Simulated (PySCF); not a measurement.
Spectra and structures to be paired. Method: PySCF 2.14.0, density-fitted response routines, TDDFT PBE0/def2-SVPD, vertical, gas phase, core orbitals frozen in the response. Geometries: PBE0-D3(BJ)/def2-SVP; one conformer of each isolated species. Triplets are in the Tamm–Dancoff approximation. Relativistic effects are left out although some hold elements past zinc. Ions are computed without counter-ions or solvent.

A. `O=C1CCCN1` (C4H7NO)
B. `Cc1nn(C)nc1Cl` (C4H6ClN3)
C. `O=CO` (CH2O2)
D. `CB(C)C1=CCC[Se]1` (C6H11BSe)
E. `NC#[O+]` ([CH2NO]+)

Lowest singlet levels (six at most, fewer where fewer were computed) with oscillator strengths:

1. 357 nm (f 0.033); 285 nm (f 0.002); 241 nm (f 0.018); 229 nm (f 0.004); 223 nm (f 0.006); 214 nm (f 0.023); T1 2.55 eV
2. 217 nm (f 0.000); 187 nm (f 0.003); 181 nm (f 0.009); 173 nm (f 0.139); 166 nm (f 0.047); 164 nm (f 0.002); T1 5.21 eV
3. 198 nm (f 0.000); 135 nm (f 0.031); 129 nm (f 0.007); 122 nm (f 0.000); 112 nm (f 0.000); 108 nm (f 0.011); T1 5.91 eV
4. 207 nm (f 0.194); 193 nm (f 0.000); 185 nm (f 0.001); 180 nm (f 0.002); 173 nm (f 0.009); 173 nm (f 0.014); T1 4.49 eV
5. 210 nm (f 0.001); 158 nm (f 0.032); 144 nm (f 0.056); 141 nm (f 0.003); 140 nm (f 0.230); 133 nm (f 0.000); T1 5.30 eV

Problem. Match each spectrum to its molecule.

Solution. 1 = D, 2 = A, 3 = E, 4 = B, 5 = C.
- A: S1 at 5.71 eV, HOMO→LUMO+1 (80%), HOMO-1→LUMO+1 (10%); S1 has the pattern of n→π* at C=O; HOMO -7.21 and LUMO 0.50 eV.
- B: S1 at 5.99 eV, HOMO→LUMO (95%); Löwdin shares by element: HOMO carbon 37% or more, nitrogen 21% or more, chlorine 20% (atoms not listed hold the other 22%); LUMO nitrogen 69%, carbon 11% or more (atoms not listed hold the other 20%); HOMO -7.20 and LUMO -0.38 eV.
- C: S1 at 5.89 eV, HOMO→LUMO (99%); S1 has the pattern of n→π* at C=O; HOMO -8.69 and LUMO -0.32 eV; point group Cs, 1 of its 6 listed states under f = 0.0005.
- D: S1 at 3.48 eV, HOMO→LUMO (98%); Löwdin shares by element: HOMO selenium 57%, carbon 32% or more; LUMO carbon 48% or more, boron 26% (atoms not listed hold the other 26%); HOMO -5.75 and LUMO -1.39 eV.
- E: S1 at 6.25 eV, HOMO→LUMO (100%); Löwdin shares by element: HOMO nitrogen 53%, oxygen 27%, carbon 13%; LUMO carbon 39%, oxygen 34%, nitrogen 17%, hydrogen 5% or more; HOMO -17.29 and LUMO -8.64 eV; point group C2v, 3 of its 6 listed states under f = 0.0005.
B and C have S1 within 0.10 eV of each other; their strongest listed levels stand at 5.99 eV (f 0.194) and 8.86 eV (f 0.230).
